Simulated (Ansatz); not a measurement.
## 2H WSe2

Calculation: HSE06-D3(BJ) (plane waves, PAW; Ansatz, an electronic-structure program).

Numerical settings: plane-wave cutoff 500 eV, 12×12×2 k mesh (along the axes of the cell as run), gaussian smearing 0.02 eV, scalar-relativistic PAW data made under PBE.

Cell: relaxed at this level.

```yaml
equilibrium_volume_per_atom: 18.94 Å³/atom
equilibrium_lattice_constant_a: 3.236 Å
c axis length: 12.528 Å
```

Measured, for comparison: lattice constant a 3.282 Å, lattice parameter c 12.96 Å (300 K, no zero-point or thermal correction; as tabulated in arXiv:1605.07067). Computed (rounded) less measured: lattice constant a -1.4 %, lattice parameter c -3.3 %. A static lattice is as a rule a little smaller and stiffer than an uncorrected measurement, which narrows the difference in the lattice constant a and would widen misses of the other sign.

Spin–orbit coupling is not included.

The computed numbers hold no vibrational or temperature effects.

The result took around 30 core-minutes (rough).
